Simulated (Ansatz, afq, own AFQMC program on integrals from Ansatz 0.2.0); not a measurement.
Two steps: Ansatz 0.2.0 writes the Fock matrix and Cholesky factors of the valence space, and afq projects on them the lowest state that overlaps trial and start.

```yaml
crystal:
  periodic: [false, false, false]
  atoms:
    - {symbol: Ge, position_ang: [0.000000, -0.030265, 0.000000]}
    - {symbol: H, position_ang: [0.000000, 1.090584, -1.133489]}
    - {symbol: H, position_ang: [0.000000, 1.090579, 1.133493]}
basis:
  gaussian: {orbitals: cc-pVTZ}
magnetization: {spin_polarized: false}
correlation: {method: ccsd_t, electrons: outside_noble_gas, hamiltonian_folder: ham}
```

```sh
$ ansatz run in.yaml --threads 1 --pin off --events-out ev --progress --plain --max-ram 1843MiB
```

Options of the walk:

```
--method free --trial cisd --walkers 60 --time-step 0.03 --max-blocks 80 --target-error 0.00029 --factor-cut 1e-05 --seed 8750 --times 0,0.3,0.6,1.2,1.8,2.4,3.6,4.8,6 --taylor-order 8
```

Times are imaginary, in 1/Eh. The walk had a cap of 1281 s. Filled inner d shells are frozen with the cores.

afq prints:

```
orbitals 57  electrons 3 3  factors 385 of 433
reference energy -2076.51571543 Eh
CCSD correlation -0.12850085 Eh in 11 cycles, weight of the determinant in the CISD state 0.9111
repeat  energy at the last time / Eh  error
    10  -2076.649558  0.000913
    20  -2076.648815  0.000537
    30  -2076.648855  0.000451
    40  -2076.648532  0.000362
    50  -2076.648460  0.000321
    60  -2076.648383  0.000291
time / (1/Eh)  energy / Eh  error  mean overlap
  0.00  -2076.644200  0.000095  1.0968
  0.30  -2076.646269  0.000096  1.0930
  0.60  -2076.647167  0.000112  1.0844
  1.20  -2076.647758  0.000124  1.0873
  1.80  -2076.647841  0.000142  1.0887
  2.40  -2076.648204  0.000163  1.0610
  3.60  -2076.648028  0.000185  1.0671
  4.80  -2076.647853  0.000216  1.0770
  6.00  -2076.648388  0.000287  0.9813
energy -2076.648388 +/- 0.000287 Eh
```

The run passed its tests (error under three times the target), which doesn't prove that it has relaxed.

Against this walk (error 7.8 meV) on the same determinant: CCSD(T) 25.7 meV higher, CCSDT(Q) 5.1 meV higher (within the noise). The error is statistical, and a free projection of finite length keeps a remainder of its start. The last points scatter (meV from the last: 15 ± 4 at 1.80, 5 ± 4 at 2.40, 10 ± 5 at 3.60, 15 ± 6 at 4.80, 0 ± 8 at 6.00); the last is the one printed as the energy, and the gaps above move with that scatter.

Cautions: remainder of the start not in the error; no relativity below Rb; no spin-orbit coupling; inner d shell frozen; restricted determinant unstable towards unrestricted (UHF 35 meV lower, ⟨S²⟩ 0.26).

The walk took 2.6 min on 1 thread of Arm Neoverse V2, with other jobs on the host. The log's last line is the free-projection energy.

CCSDT and higher add their correlation energy to the determinant of the CCSD(T) run, since their own runs factorise the integrals more tightly (a shift of under 2 meV). A walk keeps the symmetry of its determinant, which the program's search chose and which needn't be the lowest solution, so a lower state of the same spin and another symmetry isn't excluded.
